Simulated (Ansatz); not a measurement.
**Relaxing Cr3N2**

Level of theory: Ansatz 0.2.0, DFT r2SCAN, scalar-relativistic, plane waves, PAW. Cutoff 500 eV, Γ-centred k mesh, Gaussian smearing, collinear spin, first started from parallel moments.

This is the end of a relaxation of cell and atoms.

```xyz
5
Lattice="-1.4632 1.4632 5.8144 1.4632 -1.4632 5.8144 1.4632 1.4632 -5.8144" Properties=species:S:1:pos:R:3 pbc="T T T"
Cr    0.0000    0.0000    0.0000
Cr    0.0000    0.0000    7.6400
Cr    0.0000    0.0000    3.9889
N     0.0000    0.0000    9.6668
N     0.0000    0.0000    1.9621
```

Energies over the elements count from the elements' standard structures at the same level (N₂ as a molecule), with no empirical corrections.

Problem. What space group does it have?

Solution. I4/mmm (No. 139). Conventional cell: a = 2.926 Å, c = 11.629 Å. Cr on Wyckoff site a (1 atom of the primitive cell) has 2 N at 1.96 Å; around Cr on Wyckoff site e (2 atoms of the primitive cell) lie 5 N at 2.03–2.07 Å; around N lie 6 Cr at 1.96–2.07 Å.

Problem. How far does it lie from the elements in energy?

Solution. -0.61 eV/atom.

Problem. Is it a metal?

Solution. Yes, bands cross the Fermi level on the 18×18×18 mesh.

Problem. What net moment does it keep?

Solution. 0.41 μB per atom, with site moments up to 2.37 μB.

The final run used a 18×18×18 mesh on its 5-atom cell and 0.10 eV smearing. For metals, differences of a few meV/atom aren't resolved. The magnetic state reached may not be the lowest.

Cost: 3 runs of about 44 core-minutes in all, on Intel Xeon Platinum 8259CL (Skylake/Cascade Lake) (shared hosts).